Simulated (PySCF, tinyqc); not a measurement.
Worked calculation: CIS and TDHF on RHF in the sto-3g basis, for LiH, spin multiplicity 1. The lowest restricted solution is unstable here: a spin-polarised one lies 0.0074 hartree lower (PySCF). Computed by tinyqc, a small Python program that keeps every step (integrals from PySCF). Settings: charge = 0, multiplicity = 1, basis = sto-3g, method = RHF, energy threshold = 1e-10, iteration cap = 83, orthogonalisation = canonical, start = atomic densities, DIIS depth = 6, TDHF = 1. Command: `OMP_NUM_THREADS=1 python tinyqc.py 28231 28232 out.jsonl` (the two numbers bound the seeds that draw the settings). One thread of a shared host (Intel(R) Xeon(R) Processor @ 2.60GHz), about 0.08 s of CPU time with the checks. The early iterations of the SCF are left out here.

## One-electron integrals

Geometry (angstrom):
```
atom        x        y        z
Li    0.00000  0.00000  0.00000
H     0.00000  0.00000  2.24300
```

Basis sto-3g: exponents (1/bohr^2) and contraction coefficients of normalised primitives:
```
element  l (shell)  exponent  coefficient
Li           s (1)  16.11958      0.15433
Li           s (1)   2.93620      0.53533
Li           s (1)   0.79465      0.44463
Li           s (2)   0.63629     -0.09997
Li           s (2)   0.14786      0.39951
Li           s (2)   0.04809      0.70012
Li           p (3)   0.63629      0.15592
Li           p (3)   0.14786      0.60768
Li           p (3)   0.04809      0.39196
H            s (1)   3.42525      0.15433
H            s (1)   0.62391      0.53533
H            s (1)   0.16886      0.44463
```

Overlap, kinetic and nuclear-attraction integrals over the contracted functions; the nuclear repulsion is the sum of Za Zb / Rab.

nuclear repulsion = 0.7077716 hartree

overlap S, order 1Li 1s, 1Li 2s, 1Li 2px, 1Li 2py, 1Li 2pz, 2H 1s:
```
[[1.00000, 0.24114, 0.00000, 0.00000, 0.00000, 0.01564],
 [0.24114, 1.00000, 0.00000, 0.00000, 0.00000, 0.24617],
 [0.00000, 0.00000, 1.00000, 0.00000, 0.00000, 0.00000],
 [0.00000, 0.00000, 0.00000, 1.00000, 0.00000, 0.00000],
 [0.00000, 0.00000, 0.00000, 0.00000, 1.00000, 0.35968],
 [0.01564, 0.24617, 0.00000, 0.00000, 0.35968, 1.00000]]
```

kinetic energy T (hartree), order 1Li 1s, 1Li 2s, 1Li 2px, 1Li 2py, 1Li 2pz, 2H 1s:
```
[[3.57679, -0.02024, 0.00000, 0.00000, 0.00000, -0.00659],
 [-0.02024, 0.10216, 0.00000, 0.00000, 0.00000, 0.01036],
 [0.00000, 0.00000, 0.31968, 0.00000, 0.00000, 0.00000],
 [0.00000, 0.00000, 0.00000, 0.31968, 0.00000, 0.00000],
 [0.00000, 0.00000, 0.00000, 0.00000, 0.31968, 0.04670],
 [-0.00659, 0.01036, 0.00000, 0.00000, 0.04670, 0.76003]]
```

nuclear attraction V (hartree), order 1Li 1s, 1Li 2s, 1Li 2px, 1Li 2py, 1Li 2pz, 2H 1s:
```
[[-8.21881, -1.02123, 0.00000, 0.00000, -0.00820, -0.06293],
 [-1.02123, -1.43468, 0.00000, 0.00000, -0.08559, -0.38087],
 [0.00000, 0.00000, -1.40364, 0.00000, 0.00000, 0.00000],
 [0.00000, 0.00000, 0.00000, -1.40364, 0.00000, 0.00000],
 [-0.00820, -0.08559, 0.00000, 0.00000, -1.46778, -0.56232],
 [-0.06293, -0.38087, 0.00000, 0.00000, -0.56232, -1.93432]]
```

core Hamiltonian H = T + V (hartree), order 1Li 1s, 1Li 2s, 1Li 2px, 1Li 2py, 1Li 2pz, 2H 1s:
```
[[-4.64202, -1.04147, 0.00000, 0.00000, -0.00820, -0.06952],
 [-1.04147, -1.33251, 0.00000, 0.00000, -0.08559, -0.37050],
 [0.00000, 0.00000, -1.08396, 0.00000, 0.00000, 0.00000],
 [0.00000, 0.00000, 0.00000, -1.08396, 0.00000, 0.00000],
 [-0.00820, -0.08559, 0.00000, 0.00000, -1.14809, -0.51562],
 [-0.06952, -0.37050, 0.00000, 0.00000, -0.51562, -1.17428]]
```

## Two-electron integrals

Functions are numbered as in S; the eight-fold symmetry (ij|kl) = (ji|kl) = (kl|ij) leaves the list below.

Two-electron integrals (ij|kl) in chemists' order, unique and non-zero (hartree):
```
(11|11) 1.68040   (21|11) 0.26542   (21|21) 0.04994   (22|11) 0.39773
(22|21) 0.09286   (22|22) 0.29056   (31|31) 0.00898   (32|31) 0.01379
(32|32) 0.06418   (33|11) 0.39664   (33|21) 0.09288   (33|22) 0.29050
(33|33) 0.31295   (41|41) 0.00898   (42|41) 0.01379   (42|42) 0.06418
(43|43) 0.01687   (44|11) 0.39664   (44|21) 0.09288   (44|22) 0.29050
(44|33) 0.27921   (44|44) 0.31295   (51|51) 0.00898   (52|51) 0.01379
(52|52) 0.06418   (53|53) 0.01687   (54|54) 0.01687   (55|11) 0.39664
(55|21) 0.09288   (55|22) 0.29050   (55|33) 0.27921   (55|44) 0.27921
(55|55) 0.31295   (61|11) 0.01626   (61|21) 0.00310   (61|22) 0.00596
(61|33) 0.00589   (61|44) 0.00589   (61|51) 0.00042   (61|52) 0.00082
(61|55) 0.00611   (61|61) 0.00022   (62|11) 0.07263   (62|21) 0.01733
(62|22) 0.06220   (62|33) 0.05854   (62|44) 0.05854   (62|51) 0.00264
(62|52) 0.01970   (62|55) 0.06948   (62|61) 0.00132   (62|62) 0.02739
(63|31) 0.00097   (63|32) 0.00541   (63|53) 0.00256   (63|63) 0.00137
(64|41) 0.00097   (64|42) 0.00541   (64|54) 0.00256   (64|64) 0.00137
(65|11) 0.10102   (65|21) 0.02423   (65|22) 0.08911   (65|33) 0.08301
(65|44) 0.08301   (65|51) 0.00405   (65|52) 0.03047   (65|55) 0.10124
(65|61) 0.00188   (65|62) 0.04189   (65|65) 0.06440   (66|11) 0.23588
(66|21) 0.05686   (66|22) 0.22454   (66|33) 0.20606   (66|44) 0.20606
(66|51) 0.00815   (66|52) 0.08017   (66|55) 0.26135   (66|61) 0.00435
(66|62) 0.13131   (66|65) 0.20577   (66|66) 0.77461
```

## Orthogonalisation

S = U s U^T; canonical form X = U s^(-1/2), so that X^T S X = 1. Each column of U has its largest component positive (the first on a tie).

eigenvalues of S: [0.54376, 0.80674, 1.00000, 1.00000, 1.18281, 1.46669]

X, order 1Li 1s, 1Li 2s, 1Li 2px, 1Li 2py, 1Li 2pz, 2H 1s:
```
[[0.31363, 0.74845, 0.00000, 0.00000, 0.59552, 0.22631],
 [-0.65182, -0.58193, 0.00000, 0.00000, 0.46682, 0.40284],
 [0.00000, 0.00000, -0.60433, 0.79673, 0.00000, 0.00000],
 [0.00000, 0.00000, 0.79673, 0.60433, 0.00000, 0.00000],
 [-0.71017, 0.51420, 0.00000, 0.00000, -0.46568, 0.41774],
 [0.90082, -0.27628, 0.00000, 0.00000, -0.23668, 0.54203]]
```

Within a degenerate level the vectors are fixed only up to a rotation; this is one choice.

## Starting guess

The start is atomic minimal-basis densities projected into this basis (PySCF's MINAO start) and scaled to the electron count of each spin; this density is not idempotent, so its energy is not variational and may lie below the converged one.

D at the start, order 1Li 1s, 1Li 2s, 1Li 2px, 1Li 2py, 1Li 2pz, 2H 1s:
```
[[2.07511, -0.22337, 0.00000, 0.00000, 0.00550, -0.02232],
 [-0.22337, 1.01532, 0.00000, 0.00000, -0.00730, 0.09565],
 [0.00000, 0.00000, 0.00000, 0.00000, 0.00000, 0.00000],
 [0.00000, 0.00000, 0.00000, 0.00000, 0.00000, 0.00000],
 [0.00550, -0.00730, 0.00000, 0.00000, 0.00302, 0.05154],
 [-0.02232, 0.09565, 0.00000, 0.00000, 0.05154, 0.93081]]
```

## Iteration 9 (converged): orbitals

converged F (hartree), order 1Li 1s, 1Li 2s, 1Li 2px, 1Li 2py, 1Li 2pz, 2H 1s:
```
[[-2.36674, -0.64318, 0.00000, 0.00000, 0.01382, -0.04325],
 [-0.64318, -0.20754, 0.00000, 0.00000, -0.05835, -0.18835],
 [0.00000, 0.00000, 0.15955, 0.00000, 0.00000, 0.00000],
 [0.00000, 0.00000, 0.00000, 0.15955, 0.00000, 0.00000],
 [0.01382, -0.05835, 0.00000, 0.00000, 0.06344, -0.18612],
 [-0.04325, -0.18835, 0.00000, 0.00000, -0.18612, -0.07349]]
```

Diagonalise F' = X^T F X, C = X C', fill 2 alpha and 2 beta electrons from the bottom; D = 2 C_occ C_occ^T. Each column has its largest component positive (the first on a tie).

F' = X^T F X (hartree):
```
[[0.28906, -0.30099, 0.00000, 0.00000, -0.27445, -0.13877],
 [-0.30099, -0.76887, 0.00000, 0.00000, -1.03891, -0.39364],
 [0.00000, 0.00000, 0.15955, 0.00000, 0.00000, 0.00000],
 [0.00000, 0.00000, 0.00000, 0.15955, 0.00000, 0.00000],
 [-0.27445, -1.03891, 0.00000, 0.00000, -1.20207, -0.55757],
 [-0.13877, -0.39364, 0.00000, 0.00000, -0.55757, -0.47686]]
```

orbital energies (hartree): [-2.36920, -0.22948, 0.06949, 0.15955, 0.15955, 0.37044]

coefficients C, order 1Li 1s, 1Li 2s, 1Li 2px, 1Li 2py, 1Li 2pz, 2H 1s:
```
[[0.99151, -0.14862, -0.21595, 0.00000, 0.00000, 0.11221],
 [0.03318, 0.50711, 0.79963, 0.00000, 0.00000, -0.49603],
 [0.00000, 0.00000, 0.00000, 0.24155, 0.97039, 0.00000],
 [0.00000, 0.00000, 0.00000, 0.97039, -0.24155, 0.00000],
 [-0.00436, 0.32181, -0.58494, 0.00000, 0.00000, -0.84521],
 [-0.00176, 0.60454, -0.21839, 0.00000, 0.00000, 0.90800]]
```

D after iteration 9, order 1Li 1s, 1Li 2s, 1Li 2px, 1Li 2py, 1Li 2pz, 2H 1s:
```
[[2.01036, -0.08494, 0.00000, 0.00000, -0.10429, -0.18318],
 [-0.08494, 0.51652, 0.00000, 0.00000, 0.32609, 0.61302],
 [0.00000, 0.00000, 0.00000, 0.00000, 0.00000, 0.00000],
 [0.00000, 0.00000, 0.00000, 0.00000, 0.00000, 0.00000],
 [-0.10429, 0.32609, 0.00000, 0.00000, 0.20716, 0.38910],
 [-0.18318, 0.61302, 0.00000, 0.00000, 0.38910, 0.73094]]
```

Within a degenerate level the vectors are fixed only up to a rotation; this is one choice.

## Convergence

Stop when the energy changes by less than 1e-10 hartree and every element of the error matrix X^T (F D S - S D F) X is below 3e-06.

Course of the cycle:
```
iteration  E (hartree)     change  largest element of the error matrix
1           -7.6255936          -                             6.97e-02
2           -7.7905753  -1.65e-01                             9.68e-02
3           -7.7998530  -9.28e-03                             3.88e-02
4           -7.8025478  -2.69e-03                             5.74e-03
5           -7.8027863  -2.39e-04                             9.31e-04
6           -7.8027920  -5.64e-06                             7.20e-05
7           -7.8027920  -3.21e-08                             5.63e-06
8           -7.8027920  -1.04e-10                             2.12e-07
9           -7.8027920  -3.29e-13                             4.04e-09
```

PySCF RHF in the same basis = -7.8027920 hartree

Converged in 9 iterations.

## Populations, bond orders and dipole

Mulliken: Z minus the diagonal of D S on the atom; Loewdin: the same with S^(1/2) D S^(1/2); Mayer order: 2 sum_s sum (D(s) S)_ij (D(s) S)_ji over the two atoms.

Charges (e):
```
atom  Mulliken   Loewdin
1Li    0.01893   0.01637
2H    -0.01893  -0.01637
```

Mayer bond orders:
```
pair    order
2-1   0.99964
```

dipole moment about the origin, x y z (debye): [0.00000, 0.00000, -5.10737]

## Integrals over molecular orbitals

(pq|rs) = sum C_ip C_jq C_kr C_ls (ij|kl), one index at a time.

one-electron integrals over orbitals h = C^T H C (hartree):
```
[[-4.63316, 0.09546, 0.16088, 0.00000, 0.00000, -0.05223],
 [0.09546, -1.27872, 0.01020, 0.00000, 0.00000, 0.05123],
 [0.16088, 0.01020, -1.08854, 0.00000, 0.00000, 0.01818],
 [0.00000, 0.00000, 0.00000, -1.08396, 0.00000, 0.00000],
 [0.00000, 0.00000, 0.00000, 0.00000, -1.08396, 0.00000],
 [-0.05223, 0.05123, 0.01818, 0.00000, 0.00000, -1.01790]]
```

Two-electron integrals over orbitals (pq|rs), unique and non-zero (hartree):
```
(11|11) 1.65936    (21|11) -0.09784   (21|21) 0.00996    (22|11) 0.30728
(22|21) 0.00238    (22|22) 0.44463    (31|11) -0.14211   (31|21) 0.01067
(31|22) -0.01064   (31|31) 0.02204    (32|11) 0.03132    (32|21) -0.00252
(32|22) -0.06217   (32|31) -0.00030   (32|32) 0.02401    (33|11) 0.38963
(33|21) -0.00860   (33|22) 0.21240    (33|31) 0.00073    (33|32) 0.01572
(33|33) 0.32586    (41|41) 0.00980    (42|41) 0.00727    (42|42) 0.02101
(43|41) 0.01041    (43|42) 0.02064    (43|43) 0.04139    (44|11) 0.39634
(44|21) -0.00354   (44|22) 0.24082    (44|31) -0.00507   (44|32) 0.01560
(44|33) 0.27884    (44|44) 0.31295    (51|51) 0.00980    (52|51) 0.00727
(52|52) 0.02101    (53|51) 0.01041    (53|52) 0.02064    (53|53) 0.04139
(54|54) 0.01687    (55|11) 0.39634    (55|21) -0.00354   (55|22) 0.24082
(55|31) -0.00507   (55|32) 0.01560    (55|33) 0.27884    (55|44) 0.27921
(55|55) 0.31295    (61|11) 0.06795    (61|21) -0.00898   (61|22) -0.00723
(61|31) -0.00443   (61|32) 0.00282    (61|33) 0.01168    (61|44) 0.00162
(61|55) 0.00162    (61|61) 0.01070    (62|11) -0.08312   (62|21) 0.00125
(62|22) 0.10602    (62|31) 0.00442    (62|32) -0.04721   (62|33) -0.01809
(62|44) -0.03954   (62|55) -0.03954   (62|61) 0.00121    (62|62) 0.13153
(63|11) 0.02518    (63|21) -0.00218   (63|22) -0.06009   (63|31) 0.00394
(63|32) 0.01985    (63|33) 0.03695    (63|44) 0.00941    (63|55) 0.00941
(63|61) 0.00457    (63|62) -0.04122   (63|63) 0.03314    (64|41) -0.00570
(64|42) -0.01809   (64|43) -0.01148   (64|64) 0.01894    (65|51) -0.00570
(65|52) -0.01809   (65|53) -0.01148   (65|65) 0.01894    (66|11) 0.34978
(66|21) 0.00059    (66|22) 0.41551    (66|31) -0.01048   (66|32) -0.05012
(66|33) 0.23886    (66|44) 0.25654    (66|55) 0.25654    (66|61) -0.00523
(66|62) 0.09162    (66|63) -0.04696   (66|66) 0.40986
```

## CIS matrix, singlets

A(ia,jb) = (e_a - e_i) d_ij d_ab + 2 (ia|jb) - (ij|ab).

CIS matrix A, singlet (hartree), order 1>3, 1>4, 1>5, 1>6, 2>3, 2>4, 2>5, 2>6:
```
[[2.09313, 0.00000, 0.00000, -0.03404, 0.00799, 0.00000, 0.00000, 0.01101],
 [0.00000, 2.15201, 0.00000, 0.00000, 0.00000, 0.01808, 0.00000, 0.00000],
 [0.00000, 0.00000, 2.15201, 0.00000, 0.00000, 0.00000, 0.01808, 0.00000],
 [-0.03404, 0.00000, 0.00000, 2.41126, 0.00782, 0.00000, 0.00000, 0.00184],
 [0.00799, 0.00000, 0.00000, 0.00782, 0.13458, 0.00000, 0.00000, -0.03433],
 [0.00000, 0.01808, 0.00000, 0.00000, 0.00000, 0.19024, 0.00000, 0.00000],
 [0.00000, 0.00000, 0.01808, 0.00000, 0.00000, 0.00000, 0.19024, 0.00000],
 [0.01101, 0.00000, 0.00000, 0.00184, -0.03433, 0.00000, 0.00000, 0.44748]]
```

## CIS singlet states

dipole integrals <i|r|a> (bohr), order 1>3, 1>4, 1>5, 1>6, 2>3, 2>4, 2>5, 2>6:
```
[[0.00000, 0.00000, -0.13158],
 [0.04964, 0.19942, 0.00000],
 [0.19942, -0.04964, 0.00000],
 [0.00000, 0.00000, -0.14580],
 [0.00000, 0.00000, -0.86721],
 [0.24147, 0.97008, 0.00000],
 [0.97008, -0.24147, 0.00000],
 [0.00000, 0.00000, 1.13998]]
```

Diagonalise A (1 hartree = 27.211386 eV); each vector has its largest component positive (the first on a tie). The transition dipole is mu = sqrt2 sum c_ia <i|r|a>.

singlet excitation energies (eV): [3.55890, 5.17209, 5.17209, 12.27616, 56.86200, 58.56376, 58.56376, 65.71235]

lowest vectors, order 1>3, 1>4, 1>5, 1>6, 2>3, 2>4, 2>5, 2>6:
```
[[-0.00472, 0.00000, 0.00000, -0.00615, 0.99443, 0.00000],
 [0.00000, -0.00072, -0.00919, 0.00000, 0.00000, 0.99707],
 [0.00000, -0.00919, 0.00072, 0.00000, 0.00000, -0.07593],
 [-0.00357, 0.00000, 0.00000, -0.00061, 0.10509, 0.00000],
 [0.99414, 0.00000, 0.00000, -0.10799, 0.00437, 0.00000],
 [0.00000, 0.07787, 0.99692, 0.00000, 0.00000, 0.00919],
 [0.00000, 0.99692, -0.07787, 0.00000, 0.00000, -0.00070],
 [0.10796, 0.00000, 0.00000, 0.99413, 0.00669, 0.00000]]
```

oscillator strengths 2/3 w |mu|^2: [0.09495, 0.25229, 0.25229, 0.90684, 0.05644, 0.13229]

Within a degenerate level the vectors are fixed only up to a rotation; this is one choice.

## TDHF (RPA) singlet states

B(ia,jb) = 2 (ia|jb) - (ib|ja); the squared energies are the eigenvalues of (A - B)(A + B); 1 hartree = 27.211386 eV.

TDHF matrix B, singlet (hartree), order 1>3, 1>4, 1>5, 1>6, 2>3, 2>4, 2>5, 2>6:
```
[[0.02204, 0.00000, 0.00000, -0.00443, -0.00030, 0.00000, 0.00000, 0.00601],
 [0.00000, 0.00980, 0.00000, 0.00000, 0.00000, 0.00727, 0.00000, 0.00000],
 [0.00000, 0.00000, 0.00980, 0.00000, 0.00000, 0.00000, 0.00727, 0.00000],
 [-0.00443, 0.00000, 0.00000, 0.01070, 0.00123, 0.00000, 0.00000, 0.00121],
 [-0.00030, 0.00000, 0.00000, 0.00123, 0.02401, 0.00000, 0.00000, -0.04721],
 [0.00000, 0.00727, 0.00000, 0.00000, 0.00000, 0.02101, 0.00000, 0.00000],
 [0.00000, 0.00000, 0.00727, 0.00000, 0.00000, 0.00000, 0.02101, 0.00000],
 [0.00601, 0.00000, 0.00000, 0.00121, -0.04721, 0.00000, 0.00000, 0.13153]]
```

squared energies w^2 (hartree^2): [0.01624, 0.03568, 0.03568, 0.18206, 4.36605, 4.63167, 4.63167, 5.83149]

TDHF energies from the positive w^2 (eV): [3.46813, 5.14016, 5.14016, 11.61054, 56.85845, 58.56250, 58.56250, 65.71137]

## CIS matrix, triplets

A(ia,jb) = (e_a - e_i) d_ij d_ab - (ij|ab).

CIS matrix A, triplet (hartree), order 1>3, 1>4, 1>5, 1>6, 2>3, 2>4, 2>5, 2>6:
```
[[2.04905, 0.00000, 0.00000, -0.02518, 0.00860, 0.00000, 0.00000, 0.00218],
 [0.00000, 2.13240, 0.00000, 0.00000, 0.00000, 0.00354, 0.00000, 0.00000],
 [0.00000, 0.00000, 2.13240, 0.00000, 0.00000, 0.00000, 0.00354, 0.00000],
 [-0.02518, 0.00000, 0.00000, 2.38986, 0.00218, 0.00000, 0.00000, -0.00059],
 [0.00860, 0.00000, 0.00000, 0.00218, 0.08657, 0.00000, 0.00000, 0.06009],
 [0.00000, 0.00354, 0.00000, 0.00000, 0.00000, 0.14821, 0.00000, 0.00000],
 [0.00000, 0.00000, 0.00354, 0.00000, 0.00000, 0.00000, 0.14821, 0.00000],
 [0.00218, 0.00000, 0.00000, -0.00059, 0.06009, 0.00000, 0.00000, 0.18441]]
```

## CIS triplet states

Diagonalise A (1 hartree = 27.211386 eV); each vector has its largest component positive (the first on a tie).

triplet excitation energies (eV): [1.57771, 4.03294, 4.03294, 5.79495, 55.70841, 58.02586, 58.02586, 65.08191]

lowest vectors, order 1>3, 1>4, 1>5, 1>6, 2>3, 2>4, 2>5, 2>6:
```
[[-0.00344, 0.00000, 0.00000, -0.00308, 0.99730, 0.00000],
 [0.00000, -0.00148, -0.00100, 0.00000, 0.00000, -0.57894],
 [0.00000, 0.00100, -0.00148, 0.00000, 0.00000, 0.81537],
 [-0.00099, 0.00000, 0.00000, -0.00022, 0.07327, 0.00000],
 [0.90320, 0.00000, 0.00000, 0.42920, 0.00449, 0.00000],
 [0.00000, 0.82918, 0.55898, 0.00000, 0.00000, -0.00103],
 [0.00000, -0.55898, 0.82918, 0.00000, 0.00000, 0.00146],
 [-0.42920, 0.00000, 0.00000, 0.90321, 0.00129, 0.00000]]
```

Within a degenerate level the vectors are fixed only up to a rotation; this is one choice.

## TDHF (RPA) triplet states

B(ia,jb) = - (ib|ja); the squared energies are the eigenvalues of (A - B)(A + B); 1 hartree = 27.211386 eV.

TDHF matrix B, triplet (hartree), order 1>3, 1>4, 1>5, 1>6, 2>3, 2>4, 2>5, 2>6:
```
[[-0.02204, 0.00000, 0.00000, 0.00443, 0.00030, 0.00000, 0.00000, -0.00282],
 [0.00000, -0.00980, 0.00000, 0.00000, 0.00000, -0.00727, 0.00000, 0.00000],
 [0.00000, 0.00000, -0.00980, 0.00000, 0.00000, 0.00000, -0.00727, 0.00000],
 [0.00443, 0.00000, 0.00000, -0.01070, -0.00442, 0.00000, 0.00000, -0.00121],
 [0.00030, 0.00000, 0.00000, -0.00442, -0.02401, 0.00000, 0.00000, 0.04721],
 [0.00000, -0.00727, 0.00000, 0.00000, 0.00000, -0.02101, 0.00000, 0.00000],
 [0.00000, 0.00000, -0.00727, 0.00000, 0.00000, 0.00000, -0.02101, 0.00000],
 [-0.00282, 0.00000, 0.00000, -0.00121, 0.04721, 0.00000, 0.00000, -0.13153]]
```

squared energies w^2 (hartree^2): [-0.00824, 0.02152, 0.02152, 0.03462, 4.19072, 4.54698, 4.54698, 5.72011]

TDHF energies from the positive w^2 (eV): [3.99166, 3.99166, 5.06273, 55.70512, 58.02461, 58.02461, 65.08078]

A + B or A - B has a negative eigenvalue: the restricted solution is unstable towards a spin-polarised one, a negative w^2 means an imaginary energy, and the lowest roots have no physical meaning.
